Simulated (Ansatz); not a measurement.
Dissociation curve of HF, singlet.

Computed with full CI/def2-SVP, frozen core in Ansatz (an electronic-structure program).

Relative to R = 0.92 Å, what are the energies at R = 0.86, 0.96, 1.85, 2.02 Å?

0.128 eV at 0.86 Å, 0.045 eV at 0.96 Å, 4.623 eV at 1.85 Å, 5.014 eV at 2.02 Å.
